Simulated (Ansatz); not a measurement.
A calculation with Ansatz (development build ahead of 0.2.0).

```yaml
crystal:
  periodic: [false, false, false]
  atoms:
    - { symbol: "N", position_ang: [0.0, 0.0, 0.0] }
    - { symbol: H, position_ang: [0.0, 0.0, 2.08] }
basis:
  gaussian: { orbitals: pcseg-2 }
magnetization:
  initial_magnetization: 2
hamiltonian:
  xc: pbe
```

The input is written out in the form of the current development build from the run's settings.

Output:

```json
{"Converged": "yes", "Total energy": "-55.03161 hartree", "Spin squared of the determinant": "2.000", "Stability test": "minimum among restricted orbitals"}
```

Caution: stretched shape with no unrestricted run beside it, a lower state can exist; charge can spread falsely over distant fragments.
